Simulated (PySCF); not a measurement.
Multinuclear NMR of Carbon suboxide

Geometry (Å), atoms numbered from 1 in this order:
```xyz
5

O    -2.138   -0.235    1.179
C    -1.122   -0.123    0.631
C     0.000    0.000    0.026
C     1.122    0.123   -0.580
O     2.138    0.235   -1.128
```

Computational details: shieldings: GIAO PBE0/pcSseg-1, coordinates at the PBE0-D3(BJ)/def2-SVP level, spin–spin couplings from B3LYP/pcJ-1, in PySCF 2.14.0 with density-fitted response routines (rapidly exchanging positions averaged, a single conformation, no solvent model, no relativistic terms).

Task: What are the 17O shifts?

Result: 
```tsv
atoms	environment	σ (ppm)	δ (ppm)
O1/O5	carbonyl oxygen	125.2	152.4
```

Shieldings were converted by a linear fit to measured shifts: 17O (scatter 13.4 ppm rms, 14.2 ppm with the 1 outlier that the fit left out vs liquid water, solution or neat liquid). Occasional misses reach two or three times the rms, and more in compound classes unlike the fitted ones.

Couplings (the largest are listed; each averaged over equivalent pairs; quadrupolar broadening usually hides them): 1J(O1,C2) = 10.9 Hz, 2J(O1,C3) = -1.6 Hz, 3J(O1,C4) = -10.1 Hz.

On a 400 MHz spectrometer 17O resonates near 54.2 MHz, so 1 ppm is 54.2 Hz.
